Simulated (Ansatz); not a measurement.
The first iterations of a band of CH$_{5}$BCl (8 atoms, charge 0, multiplicity 2).

Method: Ansatz, UKS B3LYP-D4/def2-SVP.

```yaml
movable_images: 9
climbing_image: yes
spring: 2.0 to 10.0 eV/Å², energy-weighted
optimiser: quadratic models (default)
start_path: through a guess of the saddle point
force_threshold: 0.05 eV/Å
iteration_limit: 60
end_points: relaxed
```

Initial state:

```xyz
8
Properties=species:S:1:pos:R:3
B 0.174 0.005 0.453
H -0.247 -1.142 0.861
C 1.401 0.048 -0.526
H 1.393 -0.781 -1.251
H 1.420 0.996 -1.094
H 2.353 0.005 0.031
H -0.970 -0.362 -0.012
Cl -0.050 1.232 1.737
```

Final state:

```xyz
8
Properties=species:S:1:pos:R:3
B 0.178 -0.026 0.458
H -0.796 0.793 0.252
C 1.408 0.016 -0.519
H 2.011 -0.906 -0.442
H 1.113 0.143 -1.573
H 2.087 0.847 -0.256
H -0.915 -0.580 0.062
Cl 0.386 -0.286 2.218
```

| iteration | highest image above the first end (eV) | largest band force component (eV/Å) |
| --- | --- | --- |
| 1 | 3.053 | 9.128 |
| 2 | 1.311 | 2.810 |
| 3 | 1.068 | 1.719 |
| 4 | 1.057 | 0.827 |
| 5 | 1.048 | 0.270 |

Does the band converge within its limit, and where does its top end?

The run converged. It ended after 16 iterations with the highest image 1.045 eV above the first end. Another band between the same ends (9 images) ends at a top of the same energy, where a vibrational analysis finds 1 clearly imaginary mode.

The run took 7.4 min on 2 threads of Arm Neoverse N1, with other jobs on the host, peak memory 0.17 GiB.
